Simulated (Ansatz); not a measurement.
# CH₃Si (doublet): the correlation ladder at distance Si1–C2 = 2.658 Å, cc-pVTZ

One table from this session's results is given with a row withheld; the runs are named, their logs left out.

Method: cc-pVTZ, core rule «outside noble gas», up to 6 orbitals frozen; program: Ansatz 0.2.0, Gaussian basis.

To be run: UHF; CCSD(T) on ROHF; CCSD(T) on UHF; BCCD(T) on ROHF; CCSDT(Q) on ROHF; CCSDT(Q) on UHF; CASSCF and NEVPT2, 3 electrons in 3 orbitals; CASSCF and NEVPT2, 11 electrons in 11 orbitals.

1 further run of the same task is left out (for a known fault of the program). Runs told in other sessions of the task aren't counted.

## What is computed

The geometry derives from a PBE0/def2-TZVP stationary point (not a proven minimum). One bond is set to the value named and the two fragments are kept rigid.

5 atoms, charge 0, spin multiplicity 2.

Atoms are counted from 1 here; the program's logs count them from 0.

Bond lengths: Si1–H3 1.488 Å, Si1–H4 1.488 Å, Si1–H5 1.492 Å. Angles: H3–Si1–H4 109.7°, H3–Si1–H5 110.2°, H4–Si1–H5 110.2°.

As a file:

```csv
atom,x (Å),y (Å),z (Å)
Si1,-0.0057,0.0000,0.7067
C2,0.0315,0.0000,-1.9510
H3,0.6275,-1.2164,1.2838
H4,0.6277,1.2163,1.2838
H5,-1.4710,0.0001,0.9892
```

The first run:

File in.yaml:

```yaml
crystal:
  periodic: [false, false, false]
  atoms:
    - {symbol: Si, position_ang: [-0.005709, 0.000000, 0.706706]}
    - {symbol: C, position_ang: [0.031471, -0.000002, -1.951034]}
    - {symbol: H, position_ang: [0.627462, -1.216386, 1.283820]}
    - {symbol: H, position_ang: [0.627657, 1.216284, 1.283821]}
    - {symbol: H, position_ang: [-1.471044, 0.000118, 0.989213]}
basis:
  gaussian: {orbitals: cc-pVTZ}
magnetization: {spin_polarized: true, initial_magnetization: 1}
hamiltonian: {xc: hf}
output: {orbitals: {seedname: orbitals}}
```

Run with:

```bash
ansatz run in.yaml --threads 1 --pin off --events-out ev --progress --plain --max-ram 2560MiB --backend cpu
```

Among the steps run: UHF; CCSD(T) on ROHF; CCSD(T) on UHF; BCCD(T) on ROHF; CCSDT(Q) on ROHF; CCSDT(Q) on UHF; CASSCF and NEVPT2, 3 electrons in 3 orbitals; CASSCF and NEVPT2, 11 electrons in 11 orbitals.

One of the session's tables, all rows but one given; the rest of the session is left out.

| method | from UCCSDT(Q) (kcal/mol) |
| --- | --- |
| ROHF | +185.03 |
| RMP2 | ? |
| UMP2 | +42.50 |
| RCCSD | +8.66 |
| UCCSD | +9.12 |
| RCCSD(T) | +1.44 |
| UCCSD(T) | +1.84 |
| BCCD(T) | +1.47 |
| RCCSDT | +0.15 |
| UCCSDT | +0.47 |
| RCCSDT(Q) | -0.29 |
| UCCSDT(Q) | 0 |
| CASSCF pair | +160.30 |
| NEVPT2 pair | +33.99 |
| CASSCF valence | +118.55 |
| NEVPT2 valence | +31.88 |

Q: Estimate the row for RMP2 from the others.

The run gave: from UCCSDT(Q) (kcal/mol): +40.19. In the column «from UCCSDT(Q) (kcal/mol)» it lies between NEVPT2 pair (+33.99) and UMP2 (+42.50).

Left out of the table: UHF (another determinant or state than the rows shown).

To keep in mind: The determinant of HF (⟨S²⟩ 1.53) is far from a pure spin state, so its energy mixes those of several spin states; that is harmless only where they are near-degenerate. Restricted and unrestricted rows rest on different reference determinants; a gap between their highest levels can come from leftover correlation error, from unlike frozen cores or from another state.
